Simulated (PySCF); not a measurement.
Some computed properties have been withheld. Give your best values.

Compound: Si(SiH3)2H2.
InChI=1S/H8Si3/c1-3-2/h3H2,1-2H3

```json
{"property": "rotational constants A, B, C", "level": "PBE0-D3(BJ)/def2-SVP", "value": "8.946, 2.022, 1.751 GHz"}
{"property": "dipole moment", "level": "CAM-B3LYP/def2-SVPD", "value": "0.11 D"}
{"property": "HOMO energy", "level": "CAM-B3LYP/def2-SVPD", "value": "-9.25 eV"}
{"property": "LUMO energy", "level": "CAM-B3LYP/def2-SVPD", "value": "?"}
{"property": "lowest singlet excitation", "level": "TDDFT CAM-B3LYP/def2-SVPD", "value": "6.95 eV (178 nm, f = 0.115)"}
{"property": "strongest line among the 10 lowest singlet transitions", "level": "TDDFT CAM-B3LYP/def2-SVPD", "value": "?"}
{"property": "lowest triplet excitation (Tamm–Dancoff)", "level": "TDA CAM-B3LYP/def2-SVPD", "value": "6.04 eV"}
{"property": "static isotropic polarisability", "level": "CAM-B3LYP/def2-SVPD", "value": "?"}
{"property": "electronic spatial extent ⟨r²⟩ about the centre of nuclear charge", "level": "CAM-B3LYP/def2-SVPD", "value": "?"}
{"property": "1H chemical shifts (computed TMS as zero) by class", "level": "GIAO KT2/pcSseg-1", "value": "3.64 (6 H), 3.51 (2 H) ppm"}
{"property": "isotropic shieldings of nuclei other than C and H, by class", "level": "GIAO KT2/pcSseg-1", "value": "468 (2 Si), 480 (1 Si) ppm"}
{"property": "core binding energies", "level": "ΔSCF SCAN, pcX-2 on the ionised atom, pcseg-1 elsewhere, spin-free X2C, 2p3/2 from a spin–orbit splitting computed afterwards within the 2p shell", "value": "?"}
```

The electronic properties come from PySCF, for the isolated species, density fitting. Geometry: PBE0-D3(BJ)/def2-SVP; no solvent or vibrations. NMR classes are plain means over equivalent atoms (diastereotopic ones count apart unless rotation or inversion swaps them), as if these changed places fast; in this geometry the members of some classes differ.

(1) What is the strongest line among the 10 lowest singlet transitions?

(2) The electronic spatial extent ⟨r²⟩ about the centre of nuclear charge?

(3) The LUMO energy?

(4) Give the core binding energies.

(5) Give the static isotropic polarisability.

Results:

(1) S9 at 7.98 eV (155 nm, f = 0.477).

(2) 738 bohr².

(3) 0.78 eV.

(4) Si2p3/2 106.3, Si2p3/2 106.6 (×2), Si1s 1845.9, Si1s 1846.2 (×2) eV.

(5) 92.6 au.

In wavenumbers S1 is 56100 cm⁻¹ (1 eV = 8065.54 cm⁻¹). The polarisability is 13.72 Å³ as a volume (1 au = 0.148185 Å³), or 1.85 au for each of the 50 electrons. In atomic units the dipole is 0.04 e·bohr (1 au = 2.5417 D).
